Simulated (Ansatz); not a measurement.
# BClH6Si (built from SMILES BCl.[SiH4]): molecular dynamics

The task is to watch the atoms for 40 steps of 0.75 fs, started with velocities for 1500 K and run at constant energy, and see to which side of the barrier the system falls.

The runs use Ansatz 0.2.0, Gaussian basis; BLYP-D4/def2-TZVP.

## 1. The system as given

The start, a first-order saddle point found at PBE0-D4 in triple zeta: 9 atoms, charge 0, spin multiplicity 1.

Atoms are counted from 1 here; the program's logs count them from 0.

Bond lengths: B1–H3 1.191 Å, B1–H4 1.192 Å, B1–Si6 2.057 Å, Cl2–H5 1.367 Å, Si6–H7 1.491 Å, Si6–H8 1.488 Å, Si6–H9 1.488 Å. Angles: H3–B1–H4 122.1°, H3–B1–Si6 113.6°, H4–B1–Si6 113.5°, B1–Si6–H7 98.8°, B1–Si6–H8 115.5°, B1–Si6–H9 115.6°, H7–Si6–H8 109.0°, H7–Si6–H9 109.0°, H8–Si6–H9 108.4°.

Coordinates:

```xyz
9

B    -0.6992   -0.7131   -0.1565
Cl   -1.8662    0.7657   -1.4517
H    -0.4774   -1.5353   -0.9898
H    -1.5171   -0.8785    0.6941
H    -0.6945    0.8150   -0.7484
Si    0.9840    0.2668    0.5043
H     1.5809   -0.8292    1.3192
H     0.7377    1.4429    1.3817
H     1.9518    0.6655   -0.5528
```

## 2. Dynamics

Contents of md/in.yaml:

```yaml
crystal:
  periodic: [false, false, false]
  atoms:
    - {symbol: B, position_ang: [-0.699215, -0.713110, -0.156507]}
    - {symbol: Cl, position_ang: [-1.866215, 0.765660, -1.451693]}
    - {symbol: H, position_ang: [-0.477357, -1.535250, -0.989837]}
    - {symbol: H, position_ang: [-1.517101, -0.878483, 0.694094]}
    - {symbol: H, position_ang: [-0.694536, 0.815037, -0.748424]}
    - {symbol: Si, position_ang: [0.984014, 0.266812, 0.504270]}
    - {symbol: H, position_ang: [1.580933, -0.829211, 1.319158]}
    - {symbol: H, position_ang: [0.737675, 1.442872, 1.381678]}
    - {symbol: H, position_ang: [1.951803, 0.665473, -0.552838]}
basis:
  gaussian: {orbitals: def2-TZVP}
hamiltonian: {xc: {name: BLYP}, dispersion: d4}
md: {n_steps: 40, timestep: 0.75, temperature: 1500, ensemble: nve, seed: 865, initial_velocities: maxwell_boltzmann}
```

Run with:

```sh
ansatz run in.yaml --threads 2 --pin off --events-out ev --progress --plain --max-ram 4352MiB
```

What does the calculation give? Wanted: temperature at the start; mean temperature, second half; lowest and highest potential energy, from the first frame; largest change of potential + kinetic; bonds lost by distance.

**Answer**, as computed:

```
                                                 quantity              value
                                                   length  40 steps, 30.0 fs
                                 temperature at the start             1500 K
                            mean temperature, second half              693 K
lowest and highest potential energy, from the first frame      0 and 916 meV
                    largest change of potential + kinetic            8.6 meV
                                   bonds lost by distance             Cl2–H5
```

By the last frame it has moved back towards the start side of the step. With no thermostat the total energy should stay fixed; it holds within 8.6 meV, small beside the kinetic energy, so the time step serves. With 9 atoms the instant temperature spans 498 to 1500 K.
